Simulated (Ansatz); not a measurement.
# B–CH–Cl, doublet in cc-pVDZ: errors against UCCSDT(Q)

Geometry: that of the B–CH–Cl, quartet, kept fixed.

```xyz
4

B     0.0000   -0.4495    1.9288
C     0.0000    0.4656    0.7691
Cl    0.0000   -0.0648   -0.8713
H     0.0000    1.5530    0.7950
```

Basis cc-pVDZ; Ansatz 0.2.0. Only valence electrons are correlated (noble-gas cores frozen), which leaves 15 electrons in 44 orbitals. R marks a restricted (for open shells ROHF) determinant, U an unrestricted one. Active spaces: frontier = (9e, 9o) about the gap.

Full CI isn't at hand for all of this; UCCSDT(Q) serves as the reference, and is uncertain by about the last step of the cluster series. The frozen core follows each run's orbitals, which can shift R against U totals by a few meV.

Unrestricted rows (U) aren't spin-pure: their determinants' ⟨S²⟩ exceeds S(S+1) by up to 0.38, so they mix in states of higher spin. For open shells CISD is restricted-active-space CI with the open shells as a complete middle space.

```
UHF ⟨S²⟩                          : 1.129
T1 diagnostic (RCCSD)             : 0.0237
largest doubles amplitude (RCCSD) : 0.122
T1 diagnostic (UCCSD)             : 0.0525
```

```
                    level  E − E(UCCSDT(Q)) (mEh)  share of correlation (%)  wall time
                     RHF†                  365.63                         –          –
                      UHF                  354.25                      3.32          –
                     RMP2                   47.09                     87.15          –
                     UMP2                   58.47                     84.04          –
                    CISD†                   56.84                         –        8 s
                    RCCSD                   14.90                     95.93          –
                    UCCSD                   15.20                     95.85          –
                 RCCSD(T)                    2.35                     99.36      6.5 s
                 UCCSD(T)                    3.23                     99.12       16 s
                  BCCD(T)                    2.40                     99.34        8 s
                   RCCSDT                    1.19                     99.67          –
                   UCCSDT                    1.18                     99.68          –
                RCCSDT(Q)                    0.08                     99.98       71 s
  CASSCF (frontier space)                  260.23                     28.98          –
  MRCISD (frontier space)                   25.80                     92.96          –
MRCISD+Q (frontier space)                    3.24                     99.12       32 s
```

A dagger marks rows that describe another state than the reference (another or a broken symmetry, a higher spin or other natural occupations), so the difference isn't the method's error.

The correlation energy at UCCSDT(Q), counted from the determinant under the R cluster runs, is -9.970 eV. That run took 76 s on 1 thread of Intel Xeon Platinum 8488C, shared host.

Times hold each run's SCF and search for its determinant on a shared host, so for small cases they say little of a method's own cost; they ran on 1 thread of Intel Xeon Platinum 8488C.
